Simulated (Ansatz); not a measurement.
# B₂ (singlet): from Hartree-Fock to the top rungs at distance B1–B2 = 4.336 Å, cc-pVDZ

Aim: climb from Hartree-Fock through coupled cluster and multireference methods for B₂ (singlet) at one geometry and basis, and see what each rung misses.

Method: cc-pVDZ, core rule «outside noble gas», up to 2 orbitals frozen; program: Ansatz 0.2.0, Gaussian basis.

The runs, in order: UHF; CCSD(T) on RHF; CCSD(T) on UHF; BCCD(T) on RHF; CISD; CCSDT(Q) on RHF; CCSDT(Q) on UHF; CISDTQ; CCSDTQ on RHF; CASSCF and MRCISD+Q, 2 electrons in 2 orbitals; CASSCF and NEVPT2, 2 electrons in 2 orbitals; CASSCF and MRCISD+Q, 6 electrons in 8 orbitals; CASSCF and NEVPT2, 6 electrons in 8 orbitals; Full CI.

29 further runs of the same task are left out: 6 for a known fault of the program, 19 that didn't finish, 4 set aside as unsound or not needed.

## 1. The geometry

The geometry derives from a PBE0/def2-TZVP stationary point (not a proven minimum). One bond is set to the value named and the two fragments are kept rigid.

2 atoms, charge 0, spin multiplicity 1.

Atoms are counted from 1 here; the program's logs count them from 0.

No contacts short enough for the rule that draws bonds.

## 2. UHF

in.yaml

```yaml
crystal:
  periodic: [false, false, false]
  atoms:
    - {symbol: B, position_ang: [0.000000, 0.000000, 0.000000]}
    - {symbol: B, position_ang: [0.000000, 0.000000, 4.336000]}
basis:
  gaussian: {orbitals: cc-pVDZ}
magnetization: {spin_polarized: true, initial_magnetization: 0}
hamiltonian: {xc: hf}
output: {orbitals: {seedname: orbitals}}
```

Command:

```bash
$ ansatz run in.yaml --threads 1 --pin off --events-out ev --progress --plain --max-ram 2393MiB
```

The runs that follow: CCSD(T) on RHF; CCSD(T) on UHF; BCCD(T) on RHF; CISD; CCSDT(Q) on RHF; CCSDT(Q) on UHF; CISDTQ; CCSDTQ on RHF; CASSCF and MRCISD+Q, 2 electrons in 2 orbitals; CASSCF and NEVPT2, 2 electrons in 2 orbitals; CASSCF and MRCISD+Q, 6 electrons in 8 orbitals; CASSCF and NEVPT2, 6 electrons in 8 orbitals; Full CI.

Q: Predict the results of all the runs planned. Wanted: FCI below the RHF energy; RMP2 from FCI; UMP2 from FCI; RCCSD from FCI; RCCSD(T) from FCI; UCCSD(T) from FCI; RCCSDT(Q) from FCI; UCCSDT(Q) from FCI; NEVPT2 pair from FCI.

The runs gave:

```
                         quantity                                                    value
         FCI below the RHF energy                                               -6.5259 eV
                    RMP2 from FCI                                              +2550.7 meV
                    UMP2 from FCI                                              +1278.3 meV
                   RCCSD from FCI                                               +508.3 meV
                RCCSD(T) from FCI                                                -65.5 meV
                UCCSD(T) from FCI                                                +29.7 meV
               RCCSDT(Q) from FCI                                                 +7.0 meV
               UCCSDT(Q) from FCI                                                 +6.7 meV
             NEVPT2 pair from FCI                                              +1245.5 meV
           MRCISD+Q pair from FCI                                               -118.1 meV
levels within 1 kcal/mol (43 meV)  UCCSD(T), RCCSDT, UCCSDT, RCCSDT(Q), UCCSDT(Q), RCCSDTQ
                    T1 diagnostic                                                    0.054
   effectively unpaired electrons                                                     2.14
```

RCCSD(T) misses by -65.5 meV, 1.0 % of the correlation energy. CCSD(T) misses by -65.5 meV on the restricted determinant and by +29.7 meV on the unrestricted one; the two need not hold the same state or core. RCCSD(T), BCCD(T), MRCISD+Q pair fall below full CI, which methods that aren't variational can do. With 2.1 effectively unpaired electrons against 0 the state is strongly multireference. Coupled cluster on one determinant still stays close here. Of the multireference levels listed MRCISD+Q pair comes nearest in total energy (-118.1 meV), which doesn't show that its space is the better one. These misses are within one basis, not against nature.
